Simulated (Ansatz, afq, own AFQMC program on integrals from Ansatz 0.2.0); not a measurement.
AFQMC on a folder of integrals that Ansatz 0.2.0 wrote.

```yaml
crystal:
  periodic: [false, false, false]
  atoms:
    - {symbol: Al, position_ang: [0.000000, 0.000000, 1.347429]}
    - {symbol: P, position_ang: [0.000000, 1.047438, -0.634337]}
    - {symbol: P, position_ang: [0.000000, -1.047438, -0.634337]}
    - {symbol: H, position_ang: [0.000000, 0.000000, 2.916759]}
basis:
  gaussian: {orbitals: cc-pVDZ}
magnetization: {spin_polarized: false}
correlation: {method: ccsd_t, electrons: outside_noble_gas, hamiltonian_folder: ham}
```

```sh
$ ansatz run in.yaml --threads 1 --pin off --events-out ev --progress --plain --max-ram 1843MiB
```

Options of the walk:

```
--method phaseless --trial cisd --walkers 60 --populations 1 --least-time 40 --time-step 0.005 --steps-per-block 50 --equilibration-blocks 28 --max-blocks 300 --target-error 0.00045 --factor-cut 1e-05 --seed 1026 --release-times 0.24,0.51,0.99,1.62,2.4 --release-step 0.03 --release-every 4 --taylor-order 6
```

Times are imaginary, in 1/Eh. The walk had a cap of 997 s.

afq prints:

```
orbitals 44  electrons 7 7  factors 352 of 608
reference energy -923.96332078 Eh
CCSD correlation -0.31173839 Eh in 10 cycles, weight of the determinant in the CISD state 0.8129
energy of the start -924.275059 Eh
 block  time / (1/Eh)  mean weight  energy / Eh
     1     0.250  0.9999  -924.266593
     2     0.500  1.0011  -924.269133
     3     0.750  0.9998  -924.273442
     4     1.000  1.0007  -924.277453
     5     1.250  1.0011  -924.280221
     7     1.750  0.9995  -924.282189
     9     2.250  1.0001  -924.287447
    17     4.250  1.0010  -924.300022
    33     8.250  1.0010  -924.289499
    49    12.250  0.9984  -924.291353
    57    14.250  0.9994  -924.280819
    65    16.250  0.9997  -924.281236
    81    20.250  0.9999  -924.297127
    97    24.250  1.0021  -924.302198
   113    28.250  0.9981  -924.297473
   129    32.250  1.0002  -924.286630
   145    36.250  0.9976  -924.292233
   161    40.250  0.9973  -924.299875
   177    44.250  1.0005  -924.286167
   193    48.250  1.0003  -924.286141
   209    52.250  1.0001  -924.307897
   225    56.250  0.9995  -924.284911
   241    60.250  1.0002  -924.281796
   257    64.250  1.0003  -924.302933
   273    68.250  1.0009  -924.289255
   289    72.250  0.9974  -924.286553
   305    76.250  0.9997  -924.293411
   321    80.250  0.9992  -924.285311
blocks merged  error / Eh  count
     1  0.000542  300
     2  0.000723  150
     4  0.000882  75
     8  0.001161  37
    16  0.001258  18
    32  0.001419  9
released: time / (1/Eh)  energy / Eh  error  mean overlap
  0.24  -924.293351  0.000994  0.9966
  0.51  -924.293507  0.001007  0.9984
  0.99  -924.293767  0.001000  0.9944
  1.62  -924.295297  0.000840  0.9779
  2.40  -924.295853  0.001193  0.9567
energy -924.292034 +/- 0.001258 Eh
(rows thinned)
```

The run passed its tests (sampling time, drift between the halves within three errors, error under three times the target), which doesn't prove that it has relaxed.

Against this walk (error 34.2 meV) on the same determinant: CCSD(T) 22.7 meV higher (within the noise), CCSDT(Q) 48.2 meV lower (within the noise). The error is statistical and leaves out the bias of the constraint. The released energies are still falling (meV from the phaseless value at times in 1/Eh: -36 ± 27 at 0.24, -40 ± 27 at 0.51, -47 ± 27 at 0.99, -89 ± 23 at 1.62, -104 ± 32 at 2.40), so they give no level.

Cautions: constraint bias not in the error; error above the target (34.2 against 12.2 meV); restricted determinant unstable towards unrestricted (UHF 37 meV lower, ⟨S²⟩ 0.25).

The walk took 6.6 min on 1 thread of Arm Neoverse V1 (shared host). The log's last line is the phaseless energy.

CCSDT and higher add their correlation energy to the determinant of the CCSD(T) run, since their own runs factorise the integrals more tightly (a shift of under 2 meV). A walk keeps the symmetry of its determinant, which the program's search chose and which needn't be the lowest solution, so a lower state of the same spin and another symmetry isn't excluded.
